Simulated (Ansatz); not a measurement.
Reaction: CH3O (SMILES [CH2]O, doublet) → CH3O- (SMILES [CH2-]O) (an electron is taken up)
Each species at its own B3LYP-D3(BJ)/def2-TZVP minimum (Ansatz, an electronic-structure program).

Total energies in hartree (Ansatz). Open shells are spin-unrestricted; no spin-orbit coupling. Cores are frozen in correlated methods. No relativity.

```csv
species,HF/aug-cc-pVTZ,CCSD(T)/aug-cc-pVTZ,HF/aug-cc-pVQZ,CCSD(T)/aug-cc-pVQZ,CCSD(T)/aug-cc-pVDZ,CCSDT(Q)/aug-cc-pVDZ
"1: CH3O (SMILES [CH2]O, doublet)",-114.46541,-114.89884,-114.47287,-114.92881,-114.79658,-114.79793
2: CH3O- (SMILES [CH2-]O),-114.39802,-114.88451,-114.40514,-114.91473,-114.78132,-114.78301
```

Task: Work out the adiabatic electron affinity (electronic), positive where energy is released in eV: take Hartree-Fock from aug-cc-pVQZ, extrapolate the CCSD(T) correlation energy as X^-3 (X = 3, 4), and add CCSDT(Q) - CCSD(T) in aug-cc-pVDZ. 1 hartree = 27.211 eV.

Result: 
Species 1: correlation (64·(-0.45594) - 27·(-0.43343))/37 = -0.47237; step -0.00135; E1 = -114.47287 + (-0.47237) + (-0.00135) = -114.94659
Species 2: correlation (64·(-0.50959) - 27·(-0.48649))/37 = -0.52645; step -0.00169; E2 = -114.40514 + (-0.52645) + (-0.00169) = -114.93328
+1·E1 -1·E2 = -0.01331 hartree = -0.36 eV.
